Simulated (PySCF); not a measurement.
**Molecular orbitals of SN**

M06-L at R = 1.510 Å; S 6-31G(d,p), N 6-31G(d,p); no relativity (PySCF 2.14). State: ²Π (doublet), unpaired electrons π ↑. Only the outer orbitals are listed, counted within each symmetry.

| spin | orbital | occ. | ε (eV) | on S (%) | main shells (%) |
| --- | --- | --- | --- | --- | --- |
| α | 5σ | 1 | -24.72 | 39 | 52 N s, 32 S s, 8 N p |
| α | 6σ | 1 | -15.75 | 70 | 58 S s, 28 N s, 12 S p |
| α | 2π | 1 | -10.13 | 51 | 50 S p, 49 N p |
| α | 2π | 1 | -10.04 | 56 | 55 S p, 44 N p |
| α | 7σ | 1 | -9.69 | 33 | 51 N p, 29 S p, 16 N s |
| α | 3π | 1 | -4.81 | 52 | 50 S p, 48 N p |
| α | 3π | 0 | -4.49 | 48 | 52 N p, 45 S p |
| α | 8σ | 0 | 1.00 | 102 | 77 S p, 12 S d, 12 S s |
| α | 9σ | 0 | 7.33 | 101 | 100 S s |
| β | 5σ | 1 | -23.96 | 44 | 48 N s, 36 S s, 8 N p |
| β | 6σ | 1 | -15.03 | 69 | 54 S s, 30 N s, 14 S p |
| β | 2π | 1 | -9.79 | 59 | 58 S p, 40 N p |
| β | 7σ | 1 | -9.00 | 32 | 50 N p, 28 S p, 18 N s |
| β | 2π | 1 | -8.99 | 63 | 62 S p, 36 N p |
| β | 3π | 0 | -4.07 | 44 | 56 N p, 42 S p |
| β | 3π | 0 | -3.14 | 41 | 60 N p, 38 S p |
| β | 8σ | 0 | 1.31 | 102 | 77 S p, 13 S s, 12 S d |

Task: Which are the highest filled and the lowest empty level, where do they sit, and how wide is the gap?

Result: Highest filled α 3π at -4.81 eV (in %: 50 S p, 48 N p); lowest empty α 3π at -4.49 eV (in %: 52 N p, 45 S p); the gap at M06-L is 0.32 eV. Both belong to one degenerate shell, split only by its one-sided filling, so this is no excitation gap.

| Quantity | Value |
| --- | --- |
| bond order (Mayer) | 2.33 |
| ⟨S²⟩ | 0.754 |
| charge on S (Mulliken, basis-dependent) | 0.31 |
| charge on S (Löwdin, basis-dependent) | 0.32 |
| dipole moment (positive dipole means S(−)N(+)) | -1.74 D |

Shares are Mulliken populations and can fall outside 0 to 100 %.

The state is the lowest determinant that a PBE0 search found; another state may lie lower at other levels.
